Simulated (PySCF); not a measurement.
Isomers of C6H5F, one GFN2-xTB conformer each. Single-point energies are computed at PBE0/pcSseg-1 (PySCF, gas phase, no added dispersion term), electronic only.

```
            SMILES  GFN2-xTB relative energy (kJ/mol)
         Fc1ccccc1                                0.0
    C=C1C=C/C1=C/F                              261.4
C#C[C@@H]1C/C1=C/F                              320.4
```

**Question.** What does PBE0/pcSseg-1 give for the same structures?

**Answer.** 
```tsv
SMILES	PBE0/pcSseg-1 E (Eh)	PBE0/pcSseg-1 (kJ/mol)	GFN2-xTB (kJ/mol)	point group
Fc1ccccc1	-331.07678	0.0	0.0	C2v
C=C1C=C/C1=C/F	-330.96701	288.2	261.4	Cs
C#C[C@@H]1C/C1=C/F	-330.92681	393.7	320.4	C1
```

Both levels put the same isomer lowest; measured from each level's own lowest isomer, the values differ by up to 73.3 kJ/mol (C#C[C@@H]1C/C1=C/F: 320.4 against 393.7). As drawn, the lowest has an aromatic ring, which the highest lacks; the highest has a three-membered ring, a C≡C bond and a C=C bond outside aromatic rings, which the lowest lacks.

**Question.** Which frontier levels, dipoles and rotational constants go with these structures?

**Answer.** 
```json
{"SMILES": "Fc1ccccc1", "HOMO (eV, PBE0/pcSseg-1)": "-7.29", "LUMO (eV)": "-0.51", "dipole (D)": "1.56", "A, B, C (MHz)": "5736, 2587, 1783"}
{"SMILES": "C=C1C=C/C1=C/F", "HOMO (eV, PBE0/pcSseg-1)": "-6.72", "LUMO (eV)": "-1.02", "dipole (D)": "1.81", "A, B, C (MHz)": "4667, 2372, 1573"}
{"SMILES": "C#C[C@@H]1C/C1=C/F", "HOMO (eV, PBE0/pcSseg-1)": "-7.44", "LUMO (eV)": "-0.02", "dipole (D)": "1.96", "A, B, C (MHz)": "4399, 1833, 1394"}
```
